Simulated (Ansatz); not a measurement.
# FH2SSi: the cost of one run

Program: Ansatz 0.2.0, driven from Python. The levels of theory stand in the script. These are calculated values, not measurements.

## (1) The system

Bond lengths: F1–Si2 1.590 Å, Si2–S3 2.123 Å, Si2–H4 1.496 Å, S3–H5 1.350 Å. Angles: F1–Si2–S3 106.9°, F1–Si2–H4 107.4°, S3–Si2–H4 105.0°, Si2–S3–H5 96.2°.

The script reads fh2ssi.xyz:

```xyz
5

F    -1.39760   -0.07540    0.93550
Si   -0.74660   -0.16400   -0.51290
S     0.98210    1.06780   -0.49020
H    -0.22770   -1.55660   -0.68510
H     1.43960    0.65450    0.71130
```

## (2) The script

Input file composite_fh2ssi.py:

```python
# -*- coding: utf-8 -*-
"""A composite energy for FH2SSi: DFT geometry, MP2 basis limit, coupled-cluster correction."""

import logging
import sys

import ansatz as az
import numpy as np

logging.basicConfig(stream=sys.stdout, format="[%(levelname)s] %(message)s")
logger = logging.getLogger("ansatz_job")
logger.setLevel(logging.INFO)

fh2ssi = az.Crystal.molecule_from_extxyz("fh2ssi.xyz")

calc = (
    fh2ssi.calculation()
    .basis(gaussian="def2-SVP")
    .functional("pbe0")
    .spin("collinear", total=1)
    .accuracy("medium")
)
symbols = [site.symbol for site in fh2ssi.cartesian_sites]
start = np.array([site.position_ang for site in fh2ssi.cartesian_sites], dtype=float)
r = calc.relax(force_tolerance=0.01, max_steps=100).run(threads=1).report
end = np.array(r["positions_ang"])
logger.info("final positions (A) and the move of each atom")
for symbol, xyz, old in zip(symbols, end, start):
    logger.info(f"{symbol:2s} {xyz[0]:10.5f} {xyz[1]:10.5f} {xyz[2]:10.5f}   {np.linalg.norm(xyz - old):7.4f}")

minimum = az.Crystal.molecule()
for symbol, place in zip(symbols, end):
    minimum = minimum.atom(symbol, place.tolist())
at_minimum = minimum.calculation().spin("collinear", total=1)
# MP2 extrapolated to the basis limit, plus the small-basis difference CCSD(T) - MP2
level = lambda method, basis: at_minimum.basis(gaussian=basis).correlation(method).run(threads=1).report
small, large, cluster = level("mp2", "cc-pVDZ"), level("mp2", "cc-pVTZ"), level("ccsd_t", "cc-pVDZ")
corr = lambda each: (each["free_energy_ev"] - each["reference_energy_ev"]) / 27.211386246
mp2_limit = (27 * corr(large) - 8 * corr(small)) / 19
pieces = {"HF / cc-pVTZ": large["reference_energy_ev"] / 27.211386246, "MP2 correlation, DZ-TZ limit": mp2_limit, "CCSD(T) - MP2 / cc-pVDZ": corr(cluster) - corr(small)}
for name, value in pieces.items():
    logger.info(f"{name:32s} {value:14.6f} Ha")
logger.info(f"{'sum':32s} {sum(pieces.values()):14.6f} Ha")
print("T1 diagnostic", round(cluster["correlation"]["coupled_cluster"]["t1_diagnostic"], 4))
```

## (3) The calls as engine input

The engine receives this input (first run):

```yaml
crystal:
  periodic: [false, false, false]
  atoms:
    - { symbol: F, position_ang: [-1.3976, -0.0754, 0.9355] }
    - { symbol: Si, position_ang: [-0.7466, -0.164, -0.5129] }
    - { symbol: S, position_ang: [0.9821, 1.0678, -0.4902] }
    - { symbol: H, position_ang: [-0.2277, -1.5566, -0.6851] }
    - { symbol: H, position_ang: [1.4396, 0.6545, 0.7113] }
accuracy: medium
basis:
  gaussian:
    orbitals: def2-SVP
hamiltonian:
  xc: pbe0
magnetization:
  spin_polarized: true
  initial_magnetization: 1.0
relax:
  f_tol: 0.01
  max_steps: 100
```

## (4) The run

The run is started by

```console
> python composite_fh2ssi.py
```

What time and memory should one allow on 1 thread of INTEL XEON PLATINUM 8581C at 2.30GHz (Emerald Rapids), shared host?

About 15 s, with a peak of 0.31 GiB.
